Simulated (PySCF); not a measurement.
AlH + Cl₂ → AlCl + HCl

Level: PBE0 in the def2-SVP basis family, all electrons, no relativity, computed in PySCF with density fitting; open shells unrestricted.

| species | state and structure | ZPE (kJ/mol) | H(298 K) − H(0) (kJ/mol) | S° (J/(mol K)) |
| --- | --- | --- | --- | --- |
| AlH | singlet, C∞v, Al–H 1.668 Å | 9.9 | 8.7 | 187.9 |
| Cl₂ | singlet, D∞h, Cl–Cl 2.025 Å | 3.2 | 9.2 | 223.2 |
| AlCl | singlet, C∞v, Al–Cl 2.147 Å | 2.9 | 9.3 | 227.7 |
| HCl | singlet, C∞v, H–Cl 1.285 Å | 18.0 | 8.7 | 186.7 |

Task: Is the gas-phase reaction uphill or downhill in electronic energy at this level, and by how much?

Result: At PBE0/def2-SVP, ΔE = -413.1 kJ/mol, downhill. 

Task: Add zero-point, thermal and entropy terms for 298.15 K and 1 bar.

Result: ΔZPE = 7.8 and Δ[H(298) − H(0)] = 0.1 kJ/mol give ΔH° = -405.2 kJ/mol. ΔS° = 3.3 J/(mol K), so ΔG° = -405.2 − 298.15 × (0.0033) = -406 kJ/mol.

Only the bonding shown was studied: isomers, or loss of a ligand pair, can lie lower.
